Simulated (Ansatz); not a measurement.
Input for Ansatz (development build ahead of 0.2.0):

```yaml
crystal:
  periodic: [false, false, false]
  atoms:
    - { symbol: Al, position_ang: [0.0, 0.0, 0.0] }
    - { symbol: S, position_ang: [1.23851, 1.65134, 3.57526] }
basis:
  gaussian: { orbitals: STO-3G }
magnetization:
  initial_magnetization: 1
hamiltonian:
  xc: hf
correlation:
  method: fci
  frozen_orbitals: { Al: 5, S: 5 }
```

The input is written out in the form of the current development build from the run's settings.

The run gave:

```yaml
Converged: yes
Total_energy: -632.01573 hartree
State: lowest doublet root, of any spatial symmetry
```
